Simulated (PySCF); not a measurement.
# C4H6NP: the cost of one run

Programs: PySCF 2.14.0, with routines of our own; each step states its level. All values are computed. Atoms count from 0.

## Step 1: The starting structure

12 atoms, charge 0, multiplicity 1; geometry from: GFN2-xTB.

## Step 2: Magnetic properties: GIAO B97-2/pcSseg-1

Job settings and geometry (Å):

```
{"job": {"kind": "mag", "xc": "B97-2", "basis": "pcSseg-1", "isotopologues": 2}, "charge": 0, "multiplicity": 1}
C      2.650863    -0.940947     0.186658
C      1.623969    -0.575689    -0.321665
P      0.178273     0.016310    -1.190260
N      0.022380     1.603749    -0.591435
C     -1.000140    -0.824254    -0.077358
C     -2.011808    -0.225965     0.528923
H      3.532179    -1.271414     0.656057
H      0.288673     1.734461     0.378370
H      0.452791     2.309138    -1.173173
H     -0.846388    -1.893950     0.006145
H     -2.179105     0.833742     0.423374
H     -2.710488    -0.765867     1.148338
```

With the program's defaults for keys left out, this is: GIAO B97-2/pcSseg-1 magnetisability, rotational g tensor and spin-rotation constants, non-relativistic, gas phase.

On the command line:

```console
OMP_NUM_THREADS=1 python excited_run.py task.json out
```

One launch serves the whole session: the jobs run in the order shown.

Q: Estimate the wall time and peak memory of this job on 1 thread of Arm Neoverse V2, shared host.

About 19 s, with a peak of 0.68 GiB.
